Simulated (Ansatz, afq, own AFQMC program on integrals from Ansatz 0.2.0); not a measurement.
## BH⁻, doublet: AFQMC among the cluster methods

```xyz
2

B     0.0000    0.0000    0.0000
H     0.0000    0.0000    1.2628
```

Basis aug-cc-pVDZ. Noble-gas cores (and the filled d shells of Ga–Kr and In–Xe) are frozen. Integrals, coupled cluster, full CI and functionals: Ansatz 0.2.0; the random walks run on the same integrals in our own AFQMC program. ph-AFQMC/CISD is guided by a CISD state made of CCSD amplitudes; releasing the constraint for a short imaginary time cuts its bias at the price of noise, slowly where states lie close. ± is one standard error of the sampling.

Determinant: UHF, the one that the program's search chose, which needn't be the lowest solution. The geometry is a point of a scan.

Full CI on the same integrals is exact in this basis and with this determinant's frozen core.

Cautions: strong correlation (T1 0.110, weight of the determinant 0.80, largest double 0.08); unrestricted determinant spin contaminated (⟨S²⟩ 1.10 against 0.75); the released energies are still falling, so no released level is given (meV from the phaseless value at times in 1/Eh: -1 ± 3 at 0.24, -8.8 ± 2.3 at 0.51, -9.7 ± 2.2 at 0.99, -11.0 ± 1.8 at 1.62, -17 ± 3 at 2.40).

The T1 diagnostic is 0.1105. The weight of the determinant in the CISD state is 0.796, the ⟨S²⟩ of the determinant is 1.104 and the size of the correlated space is 5 electrons in 31 orbitals.

Reference: full CI, correlation energy -2.841 eV. The cautions show a poor starting determinant, so the rows tell how each method copes with it here, and full CI is the sure value.

```tsv
level	E − E(reference) (kJ/mol)	share of correlation (%)
HF	274.1	0.00
MP2	89.0	67.51
CCSD	12.7	95.35
CCSD(T)	3.9	98.57
CCSDT	0.5	99.83
CCSDT(Q)	0.1	99.98
CCSDTQ	0.0	99.99
ph-AFQMC/HF	7.5 ± 1.6	97.25
ph-AFQMC/CISD	2.1 ± 0.3	99.22
```

CCSDT and higher add their correlation energy to the determinant of the CCSD(T) run, since their own runs factorise the integrals more tightly (a shift of under 2 meV).
